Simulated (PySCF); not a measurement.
Molecule: SMILES C#CCC#N, C₄H₃N.

Geometry:
```csv
atom,x (Å),y (Å),z (Å)
C1,1.966,-0.346,-0.263
C2,0.780,-0.318,-0.033
C3,-0.652,-0.295,0.250
C4,-1.300,0.965,-0.119
N5,-1.828,1.953,-0.404
H6,3.021,-0.372,-0.468
H7,-0.829,-0.472,1.325
H8,-1.158,-1.115,-0.288
```

Spin–spin couplings on one PBE0-D3(BJ)/def2-SVP geometry, PySCF, gas phase, non-relativistic, equivalent pairs averaged; isotopes ¹³C, ¹H; basis pcJ-1.

Reference values (Hz): ¹J(C1,H6) = 251.0 (measured; liquid or solution (compiled); San Fabian, Garcia de la Vega, Suardiaz et al., Magn. Reson. Chem. 2013, 51, 775 (SI)).

How do the couplings (Hz) change with the functional? Times are CPU seconds on shared hosts with different chips, so compare them loosely.

Results:


| functional | functions | ¹J(C1,H6) | abs. error | core-s |
| --- | --- | --- | --- | --- |
| LDA | 165 | 222.9 | 28.1 | 9.9 |
| PBE | 165 | 258.4 | 7.4 | 16 |
| KT2 | 165 | 285.2 | 34.2 | 17 |
| B3LYP | 165 | 279.4 | 28.4 | 13 |
| PBE0 | 165 | 265.1 | 14.1 | 29 |
| B97-2 | 165 | 254.9 | 3.9 | 21 |
| BHandHLYP | 165 | 297.3 | 46.3 | 21 |
| CAM-B3LYP | 165 | 274.8 | 23.8 | 24 |

Errors compare magnitudes, without vibrational corrections. Closest: B97-2; furthest: BHandHLYP. Left out for a near triplet instability: HF/pcJ-1.
